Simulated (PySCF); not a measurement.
# Calculated properties of `CCCCl`

Species: C3H7Cl.
Geometry (PBE0-D3(BJ)/def2-SVP, Å), atoms numbered from 1 in this order:
```xyz
11
C3H7Cl angstrom
C     -1.264    0.307    0.057
C     -0.070   -0.580   -0.251
C      1.258   -0.016    0.209
Cl     1.668    1.518   -0.625
H     -1.359    0.488    1.140
H     -2.201   -0.153   -0.289
H     -1.161    1.284   -0.438
H     -0.012   -0.780   -1.334
H     -0.190   -1.563    0.239
H      1.251    0.207    1.287
H      2.083   -0.712    0.004
```

PBE0-D3(BJ)/def2-SVP geometry optimisation, gas phase (PySCF):

| Quantity | Value |
| --- | --- |
| Point group | C1 |
| Rotational constants A, B, C | 11.830, 3.339, 2.860 GHz |

PBE0/pcSseg-1 ground state and GIAO shieldings, non-relativistic (PySCF):

| Item | Value |
| --- | --- |
| Dipole moment | 2.16 D |
| HOMO energy | -8.31 eV |
| LUMO energy | 0.99 eV |
| HOMO–LUMO gap | 9.30 eV |
| Lowest Hirshfeld atomic charge | -0.12 e on C1 |
| Highest Hirshfeld atomic charge | +0.05 e on H9/H10/H11 |
| 13C chemical shifts (computed TMS as zero) by class | 52.5 (C3), 28.4 (C2), 12.7 (C1) ppm |
| 1H chemical shifts (computed TMS as zero) by class | 3.40 (H10/H11), 1.51 (H8/H9), 1.08 (H5/H6/H7) ppm |
| Isotropic shieldings of nuclei other than C and H, by class | 876 (Cl4) ppm |
| Mayer bond orders between heavy atoms | C1–C2 1.05, C2–C3 1.03, C3–Cl4 0.97 |

Monoisotopic mass from the formula: 78.0236 u.

The rotational constants make it an asymmetric top with κ = (2B − A − C)/(A − C) = -0.89, nearer the prolate limit (−1). With B = h/(8π²I), that is 505.379 GHz u Å² over I, the principal moments of inertia are 42.7, 151.3 and 176.7 u Å² (most abundant isotopes). The dipole matches unit charges of opposite sign 0.45 Å apart (1 e·Å = 4.8032 D). A dipole of 2.16 D is allowed in C1, and pure rotational transitions are dipole-allowed.

 NMR classes are plain means over equivalent atoms (diastereotopic ones count apart unless rotation or inversion swaps them), as if these changed places fast; in this geometry the members of some classes differ.

One conformer stands for the species.
